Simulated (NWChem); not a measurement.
System: AlCl$_{3}$; SMILES [Cl][Al]([Cl])[Cl]

Program: NWChem. All runs use the structure optimised with PBE0/def2-SVP.

Diagonal of the polarisability tensor at PBE0/def2-SVPD, static: 68.96, 68.96, 50.14 bohr³.

Task: Find the mean polarisability volume, the molar refraction, and the refractive index that an ideal gas of it would have at 273.15 K and 1 atm.

Result: 
1. Mean: one third of the trace = 62.68 bohr³ × 0.14818 Å³/bohr³ = 9.29 Å³.
2. Molar refraction (Lorentz-Lorenz): (4π/3) N_A α = 23.4 cm³/mol.
3. Number density p/kT = 2.687 × 10⁻⁵ Å⁻³; n − 1 = 2π N α = 15.68 × 10⁻⁴.
4. These hold the electronic response alone: vibrational and orientational terms add to the static dielectric constant.
